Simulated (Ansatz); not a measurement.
Born–Oppenheimer molecular dynamics of C2H4 + H3N (10 atoms, charge 0, multiplicity 1). It starts from a relaxed structure.

Computed with Ansatz, RKS PBE0/def2-SVP.

| Property | Result |
| --- | --- |
| ensemble | NVE (velocity Verlet) |
| time step | 1 fs |
| steps asked | 300 |
| starting velocities drawn for | 100 K |
| seed | 474846 |

First frame:

```xyz
10
Properties=species:S:1:pos:R:3
N 0.084 -0.012 -2.212
H -0.408 0.843 -2.469
H 0.914 -0.047 -2.803
H -0.510 -0.782 -2.515
C -0.537 0.108 2.060
C 0.513 -0.109 1.270
H -0.458 0.089 3.152
H -1.530 0.316 1.648
H 0.432 -0.089 0.174
H 1.500 -0.316 1.696
```

(1) How far do the bonds stretch over the last three quarters of this one trajectory? (Pairs bonded in most of those frames.)

Answers

(1) 
```json
{"bond": "N1–H2", "mean (Å)": "1.020", "spread (Å)": "0.004", "shortest": "1.01", "longest": "1.03"}
{"bond": "N1–H3", "mean (Å)": "1.020", "spread (Å)": "0.010", "shortest": "1.00", "longest": "1.04"}
{"bond": "N1–H4", "mean (Å)": "1.020", "spread (Å)": "0.008", "shortest": "1.00", "longest": "1.04"}
{"bond": "C5–C6", "mean (Å)": "1.332", "spread (Å)": "0.005", "shortest": "1.32", "longest": "1.34"}
{"bond": "C5–H7", "mean (Å)": "1.095", "spread (Å)": "0.010", "shortest": "1.07", "longest": "1.12"}
{"bond": "C5–H8", "mean (Å)": "1.096", "spread (Å)": "0.018", "shortest": "1.07", "longest": "1.12"}
{"bond": "C6–H9", "mean (Å)": "1.097", "spread (Å)": "0.008", "shortest": "1.08", "longest": "1.11"}
{"bond": "C6–H10", "mean (Å)": "1.096", "spread (Å)": "0.011", "shortest": "1.08", "longest": "1.12"}
```

Mean temperature of the second half: 50 K. The conserved energy stayed within 0.27 meV per atom of its start (net change 0.14 meV per atom), so the integration is sound. Over the second half the temperature averaged 0.50 of the 100 K drawn at the start: a run that starts near a minimum puts about half its kinetic energy into the potential. A run of 0.3 ps of so small a system gives no equilibrium averages.

Run time: 5.7 min on 1 thread of Arm Neoverse V2 (shared host), peak memory 0.13 GiB.
